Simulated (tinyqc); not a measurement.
Worked calculation: extended Hueckel theory, for BH-. The parameters take no account of the charge, which enters only through the electron count, and nothing here shows that the anion is bound. One step of it, computed by the program tinyqc.

Task: Wolfsberg-Helmholz matrix. H_ij = K' S_ij (H_ii + H_jj)/2 for i != j (the diagonal keeps H_ii), with K' = 2.

overlap S:
```
           1B 2s    1B 2px    1B 2py    1B 2pz     2H 1s
1B 2s   1.000000  0.000000  0.000000  0.000000  0.467953
1B 2px  0.000000  1.000000  0.000000  0.000000  0.000000
1B 2py  0.000000  0.000000  1.000000  0.000000  0.000000
1B 2pz  0.000000  0.000000  0.000000  1.000000  0.518502
2H 1s   0.467953  0.000000  0.000000  0.518502  1.000000
```

diagonal H_ii (eV): 1B 2s -15.200000, 1B 2px -8.500000, 1B 2py -8.500000, 1B 2pz -8.500000, 2H 1s -13.600000

K = 2.000000

Give: H.

Result:

H (eV):
```
           1B 2s   1B 2px   1B 2py    1B 2pz     2H 1s
1B 2s   -15.2000   0.0000   0.0000    0.0000  -13.4770
1B 2px    0.0000  -8.5000   0.0000    0.0000    0.0000
1B 2py    0.0000   0.0000  -8.5000    0.0000    0.0000
1B 2pz    0.0000   0.0000   0.0000   -8.5000  -11.4589
2H 1s   -13.4770   0.0000   0.0000  -11.4589  -13.6000
```
